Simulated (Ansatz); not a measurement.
`N=C(N)F` + ethane → `CCC(=N)N` + H–F  (formal exchange of groups at a C–F bond)

Isolated molecules relaxed with PBE0-D4/def2-TZVP in Ansatz; ΔE leaves out vibrations. CCSD(T)/CBS is the MP2 limit (def2-TZVPP, def2-QZVPP) plus CCSD(T) − MP2 in def2-TZVPP, frozen cores. This one scheme is used for every species. Functionals use def2-TZVPP. One conformer a species, not always the lowest.

| level | ΔE (kJ/mol) |
| --- | --- |
| PBE-D4 | 1.8 |
| CCSD/def2-TZVPP | -9.4 |
| CCSD(T)/def2-TZVPP | -12.0 |
| HF/def2-QZVPP | 13.5 |
| MP2/def2-QZVPP | -23.1 |
| SCS-MP2/def2-QZVPP | -15.9 |
| MP2/CBS(def2) | -25.6 |
| CCSD/CBS(def2) | -16.0 |

Question: What does CCSD(T)/CBS give? (An estimate is asked.)

Answer: Computed: -18.6 kJ/mol. The listed levels differ from it by 20.4, 9.2, 6.6, 32.1, -4.5, 2.7, -7.0, 2.6 kJ/mol.

Largest T1 diagnostic among the species: 0.013.

The D4 term adds −10.9 kJ/mol with B3LYP and −6.2 kJ/mol with PBE0; it sums over pairs of atoms, weighted by their polarisabilities, and B3LYP, whose exchange is more repulsive, gets the larger term. In def2-TZVPP, CCSD(T) changes the Hartree–Fock value by −26.6 kJ/mol (the triples alone add −2.6 kJ/mol) and MP2 by −33.5 kJ/mol. From PBE to PBE0 (25 % exact exchange), in def2-TZVPP and without D4, ΔE moves by −4.6 kJ/mol.

B3LYP here is the variant with VWN-RPA as its local correlation; programs differ in this.
